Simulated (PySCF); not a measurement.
**Bond length, frequency and bond energy of SiH by level of theory**

State: ²Π (doublet), unpaired electrons π ↑. Set-up: PySCF, no relativity, basis sets Si def2-TZVPP, H def2-TZVPP. De refers to Si + H in their high-spin ground configurations, without counterpoise correction. The functionals are run spin-unrestricted. A positive dipole means Si(−)H(+).

```csv
Level,Re (Å),ωe (cm⁻¹),De (eV),μ (D),"CPU s a point (SCF and correlation, without the integrals)"
UHF,1.515,2125,2.27,0.23,0.31
UHF-MP2,1.516,2103,2.94,n/a,0.42
UHF-SCS-MP2,1.517,2093,3.08,n/a,n/a
UHF-CCSD,1.522,2055,3.10,n/a,n/a
UHF-CCSD(T),1.524,2044,3.12,n/a,2.1
PBE,1.545,1952,3.12,0.08,0.39
revPBE,1.547,1947,3.08,0.09,0.25
PW91,1.542,1959,3.15,0.08,0.27
r²SCAN,1.530,2018,3.13,0.15,0.53
B3LYP,1.529,2008,3.25,0.06,0.51
PBE0,1.532,2023,3.10,0.14,0.67
M06,1.520,2068,3.33,0.09,0.58
LC-ωPBE,1.521,2092,3.08,0.23,1.2
```

The bond length runs from 1.515 Å (UHF) to 1.547 Å (revPBE). De spans 2.27 eV (UHF, mean field) to 3.33 eV (M06, hybrid meta-GGA). Correlation at CCSD(T) changes the Hartree–Fock bond energy by +0.85 eV; the triples alone change it by +0.02 eV.

Correlated steps freeze 5 core orbitals. The state is the lowest determinant that a PBE0 search found; another state may lie lower at other levels.

The whole job (state search and all levels along the bond) took about 1.4 min on 1 thread of Intel Xeon Platinum 8375C @ 2.90GHz (shared host), peak memory 0.87 GiB.
